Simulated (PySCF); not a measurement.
PySCF input:

```python
from pyscf import gto, scf, dft

mol = gto.M(
    atom='''
    Li   -0.00000000   -0.00000000   -1.22205568
    F     0.00000000    0.00000000    0.40735189
    ''',
    basis='def2-tzvpd',
    charge=-1,
    spin=1,
    symmetry='C2v',
    verbose=4,
)

mf = dft.UKS(mol, xc='m062x').density_fit(auxbasis='def2-universal-jkfit')
mf.grids.level = 4
mf.conv_tol = 1e-9
mf.max_cycle = 100
mf.max_memory = 1500
mf.kernel()
if not mf.converged:
    mf = mf.newton()
    mf.kernel(mf.make_rdm1())
mf.analyze()
```

Task: Which total energy does the run end on?

Result: -107.43742 Eh (M06-2X/def2-TZVPD).
